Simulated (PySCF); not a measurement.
Species: C4H8N (doublet state).
Z-matrix (Å and degrees, GFN2-xTB geometry), rows numbered from 1:
```
C 
N   1  1.2968
C   2  1.2986  1  129.39
C   3  1.5004  2  123.59  1   -18.56
C   3  1.4915  2  118.27  1   164.25
H   1  1.0762  2  117.59  3   165.01
H   1  1.0857  2  123.94  3   -20.54
H   4  1.0894  3  110.57  2   -32.12
H   4  1.0928  3  109.81  2    86.67
H   4  1.0867  3  110.94  2  -153.72
H   5  1.0861  3  110.16  2    -5.52
H   5  1.0907  3  110.33  2  -126.27
H   5  1.0914  3  110.56  2   115.02
```

The hyperfine couplings belong to this conformer and change with its torsions.

The species is `C=N[C](C)C` [radical].

Method: UKS B3LYP, pcH-1 on C H N, non-relativistic, mean-field spin-orbit, GIAO in PySCF 2.14.0. One conformer (not necessarily the lowest) at the GFN2-xTB geometry, without solvent, vibrations or thermal averaging. A GFN2-xTB geometry isn't a minimum of the functional, and hyperfine couplings can be far from their values at a DFT geometry. The frame is twisted about the C1–N2 bond at this geometry (dihedral H7–C1–N2–C3 = -21°); couplings at other torsion angles weren't computed. No stability test was run, so a lower SCF solution isn't excluded.

**Question.** Where do the isotropic ENDOR lines of N2, H11/H12/H13, H6, H7 and H8/H9/H10 fall at 332.4 mT, to first order?

**Answer.** ν± = |νn ± a/2|, one line for each electron-spin manifold; νn = |g_N| × 7.62259 MHz/T × B.

```tsv
nuclei	isotope	g_N	νn (MHz)	a_iso (MHz)	lower line (MHz)	upper line (MHz)
N2	14N	0.4038	1.02	4.38	1.17	3.21
H11/H12/H13	1H	5.5857	14.15	37.57	4.63	32.94
H6	1H	5.5857	14.15	-36.35	4.02	32.33
H7	1H	5.5857	14.15	-35.16	3.43	31.73
H8/H9/H10	1H	5.5857	14.15	31.89	1.79	30.10
```

**Question.** Which pairs are centred on the nuclear Larmor frequency, and which on half the coupling?

**Answer.** No pair is centred on νn. Centred on |a|/2 and split by 2νn: N2, H11/H12/H13, H6, H7 and H8/H9/H10.

**Question.** At what field would the lower line of H6 fall to zero frequency?

**Answer.** Where νn = |a|/2, that is B = 18.18 MHz/(5.5857 × 7.62259 MHz/T) = 427 mT, as far as first order holds there.

Class means assume fast exchange of nuclei equivalent by connectivity; if that motion is slow, each nucleus keeps its own coupling. C4 and C5, with what hangs on them, aren't averaged: C3 is flat or nearly so (angle sum 360°), and its turn about the short C3–N2 bond (1.30 Å) is taken as slow. The three 1H nuclei of mean +37.6 MHz run from 1.7 to 67.0 MHz in the frozen geometry. The three 1H nuclei of mean +31.9 MHz run from 8.5 to 69.8 MHz in the frozen geometry.

The largest Mulliken spin populations are on C1 (+0.62), C3 (+0.50) and N2 (-0.09). The positive populations add up to 1.22 and the negative ones to -0.22, together 2S = 1. The angles at C1 add up to 359.8°, so it is planar; its axial dipolar tensor and the negative couplings of its protons fit spin in a p orbital normal to that plane.

The run took 24 s of wall time (with the writing of density and orbital grids) on one thread of an Arm Neoverse V2, no GPU, shared host, and the process peaked at 0.80 GiB of memory.

The SMILES draws the unpaired electron on C3; the largest computed Mulliken spin population is on C1 (0.62 against 0.50).
